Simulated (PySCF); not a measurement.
Some computed properties have been withheld. Give your best values.

Compound: C3H7N.
Structure used (GFN2-xTB), in Å, numbered top down from 1:
```
atom  x, y, z in Å
N1     1.485    0.520    0.388
C2     0.243    0.465   -0.323
C3    -1.036    0.274    0.424
C4    -0.543   -0.810   -0.495
H5     1.464   -0.101    1.190
H6     2.255    0.238   -0.210
H7     0.239    1.163   -1.152
H8    -1.899    0.849    0.129
H9    -0.978    0.097    1.488
H10   -1.069   -0.980   -1.422
H11   -0.157   -1.712   -0.043
```

```tsv
property	level	value
rotational constants A, B, C of the GFN2-xTB geometry	GFN2-xTB	16.483, 6.624, 5.813 GHz
dipole moment	CAM-B3LYP/def2-SVPD	?
HOMO energy	CAM-B3LYP/def2-SVPD	-7.88 eV
LUMO energy	CAM-B3LYP/def2-SVPD	?
lowest singlet excitation	TDDFT CAM-B3LYP/def2-SVPD	?
lowest triplet excitation (Tamm–Dancoff)	TDA CAM-B3LYP/def2-SVPD	?
static isotropic polarisability	CAM-B3LYP/def2-SVPD	43.9 au
electronic spatial extent ⟨r²⟩ about the centre of nuclear charge	CAM-B3LYP/def2-SVPD	278 bohr²
```

The electronic properties come from PySCF, for the isolated species, density fitting.

The dipole moment?

1.22 D.

What is the lowest triplet excitation (Tamm–Dancoff)?

5.84 eV.

Give the LUMO energy.

1.53 eV.

The lowest singlet excitation?

6.10 eV (203 nm, f = 0.021).

The principal polarisabilities are 40.3, 43.4 and 48.0 au; their mean is the isotropic value. The 8 singlets span 6.10 to 8.77 eV, and their oscillator strengths add up to 0.10. The largest Löwdin shares of the HOMO are 0.48 on N1, 0.16 on C4, 0.15 on C2 and 0.05 on C3.

One conformer stands for the species.
